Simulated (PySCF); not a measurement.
**What builds the first ionisation energy along group 15**

Calculated with PySCF 2.14 from differences of total energies of unrestricted determinants, without spin-orbit coupling. Each column adds one step, in eV (sums use unrounded values): valence MP2, valence CCSD, valence triples, then the next inner shell at CCSD(T) (N 1s, P 2s 2p, As 3s 3p 3d, Sb 4s 4p 4d, Bi 5s 5p 5d). References (NIST) marked * lie between the lowest fine-structure levels; the others compare directly ((s) semi-empirical, (t) theoretical).

```tsv
element	UHF	+ MP2	+ CCSD	+ (T)	+ inner shell	sum	reference
N [He] 2s2 2p3 → [He] 2s2 2p2 (def2-TZVPPD, non-relativistic)	13.898	0.673	-0.138	0.022	0.013	14.468	14.545
P [Ne] 3s2 3p3 → [Ne] 3s2 3p2 (def2-TZVPPD, non-relativistic)	9.907	0.574	-0.065	0.043	-0.005	10.455	10.526
As [Ar] 3d10 4s2 4p3 → [Ar] 3d10 4s2 4p2 (def2-TZVPPD, non-relativistic)	9.447	0.475	-0.037	0.032	0.037	9.953	10.008
Sb [Kr] 4d10 5s2 5p3 → [Kr] 4d10 5s2 5p2 (def2-TZVPPD with the def2 core potential (28 electrons), ECP)	8.581	0.402	-0.016	0.029	0.057	9.053	9.124
Bi [Xe] 4f14 5d10 6s2 6p3 → [Xe] 4f14 5d10 6s2 6p2 (def2-TZVPPD with the def2 core potential (60 electrons), ECP)	8.213	0.340	0.008	0.022	0.061	8.644	7.286 *
```

What remains against the references is mostly basis incompleteness and, for starred values, spin-orbit coupling.

These are valence bases, so the inner-shell step is incomplete.
